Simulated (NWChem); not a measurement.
**Excited singlets of CH₂ by symmetry**

```xyz
3

C      0.0000     0.0000     0.1799
H      0.8622     0.0000    -0.5398
H     -0.8622     0.0000    -0.5398
```
Charge 0, spin multiplicity 1.

All runs are NWChem calculations. The geometry was optimised at B3LYP/def2-SVP, a minimum by its harmonic frequencies.

Basis set: def2-SVPD. Symmetry labels belong to the abelian group C2v used in the runs, with the axes of the coordinates shown. Entries are the lowest vertical excitation energy of each symmetry in eV (for CIS and TDDFT among the lowest few roots); a state of one symmetry need not have the same character in every method. Symmetries that some method's roots don't reach, or where a double excitation leads the EOM-CCSD root, are left out.

The correlated methods keep 1 core orbital frozen. B3LYP has NWChem's definition, with VWN1-RPA local correlation. The structure started from a generated list of species. No row is a measurement; the coupled-cluster row has its own basis-set and correlation limits.

| method | b2 | a2 |
|---|---|---|
| CIS | 1.68 | 5.83 |
| TD-PBE | 1.47 | 5.16 |
| TD-B3LYP | ? | ? |
| TDA-LDA (SVWN5) | 1.55 | 4.97 |
| EOM-CCSD | 1.77 | 5.60 |

Question: What belongs in the gaps?

Answer: 
- TD-B3LYP, b2: 1.49
- TD-B3LYP, a2: 5.32
